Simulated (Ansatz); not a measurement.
Basis-set extrapolation for C4H7N (`C=CC(=C)N`) (PBE0-D4/def2-TZVP geometry, frozen core, Ansatz). Multiplicity 1, RHF reference.

|  | def2-TZVPP | def2-QZVPP |
| --- | --- | --- |
| HF | -210.038990 | -210.048693 |
| MP2 correlation | -0.860390 | -0.916760 |
| CCSD(T) correlation | -0.938600 | not run |

Energies in hartree. Use E(X) = E(∞) + A·exp(−7.88·√X) for Hartree–Fock and E(X) = E(∞) + B·X^(−2.97) for correlation, with X = 3 and 4, and add CCSD(T) minus MP2 of the smaller set to the MP2 limit.

Q: What is the CCSD(T) energy at the basis-set limit?

A: HF limit: -210.048693 + (-0.009703) × 0.13774 = -210.05003. MP2 limit: -0.916760 + (-0.056370) × 0.74074 = -0.95852. Higher-order term: -0.938600 − (-0.860390) = -0.07821. Total: -211.08676 hartree, 68.5 kcal/mol below CCSD(T)/def2-TZVPP.
